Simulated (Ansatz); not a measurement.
# SiO (singlet): the correlation ladder, 6-31G

Aim: climb from Hartree-Fock through coupled cluster and multireference methods for SiO (singlet) at one geometry and basis, and see what each rung misses.

The runs use Ansatz 0.2.0, Gaussian basis; 6-31G, core rule «outside noble gas», up to 6 orbitals frozen.

Plan: UHF; CCSD(T) on RHF; BCCD(T) on RHF; CISD; CCSDT(Q) on RHF; CISDTQ; CCSDTQ on RHF; CASSCF and MRCISD+Q, 10 electrons in 8 orbitals; CASSCF and NEVPT4(SD), 10 electrons in 8 orbitals; CASSCF and NEVPT2, 10 electrons in 8 orbitals; Full CI.

6 further runs of the same task are left out: 2 that didn't finish, 4 set aside as unsound or not needed.

### 1 What is computed

The geometry is a PBE0/def2-TZVP stationary point (not a proven minimum).

2 atoms, charge 0, spin multiplicity 1.

Atoms are counted from 1 here; the program's logs count them from 0.

Bond lengths: Si1–O2 1.509 Å.

### 2 UHF

in.yaml reads:

```yaml
crystal:
  periodic: [false, false, false]
  atoms:
    - {symbol: Si, position_ang: [0.000000, 0.000000, 0.000000]}
    - {symbol: O, position_ang: [0.000000, 0.000000, 1.508831]}
basis:
  gaussian: {orbitals: 6-31G}
magnetization: {spin_polarized: true, initial_magnetization: 0}
hamiltonian: {xc: hf}
output: {orbitals: {seedname: orbitals}}
```

On the command line:

```sh
> ansatz run in.yaml --threads 1 --pin off --events-out ev --progress --plain --max-ram 2176MiB
```

Further steps of the session: CCSD(T) on RHF; BCCD(T) on RHF; CISD; CCSDT(Q) on RHF; CISDTQ; CCSDTQ on RHF; CASSCF and MRCISD+Q, 10 electrons in 8 orbitals; CASSCF and NEVPT4(SD), 10 electrons in 8 orbitals; CASSCF and NEVPT2, 10 electrons in 8 orbitals; Full CI.

**Question.** What will the summary of the whole plan be? Wanted: FCI below the RHF energy; RMP2 from FCI; RCCSD from FCI; RCCSD(T) from FCI; RCCSDT(Q) from FCI; NEVPT2 valence from FCI; NEVPT4(SD) valence from FCI; MRCISD+Q valence from FCI; T1 diagnostic.

As calculated:

| quantity | value |
| --- | --- |
| FCI below the RHF energy | -5.5035 eV |
| RMP2 from FCI | +1.46 kcal/mol |
| RCCSD from FCI | +6.78 kcal/mol |
| RCCSD(T) from FCI | +0.89 kcal/mol |
| RCCSDT(Q) from FCI | -0.16 kcal/mol |
| NEVPT2 valence from FCI | +12.44 kcal/mol |
| NEVPT4(SD) valence from FCI | +3.35 kcal/mol |
| MRCISD+Q valence from FCI | +1.97 kcal/mol |
| levels within 1 kcal/mol (43 meV) | RCCSD(T), BCCD(T), RCCSDT, RCCSDT(Q), RCCSDTQ |
| T1 diagnostic | 0.033 |
| effectively unpaired electrons | 0.11 |

In words: RCCSD(T) misses by +0.89 kcal/mol, 0.7 % of the correlation energy. RCCSDT(Q) falls below full CI, which methods that aren't variational can do. One determinant dominates. Of the multireference levels listed MRCISD+Q valence comes nearest in total energy (+1.97 kcal/mol), which doesn't show that its space is the better one. These misses are within one basis, not against nature.
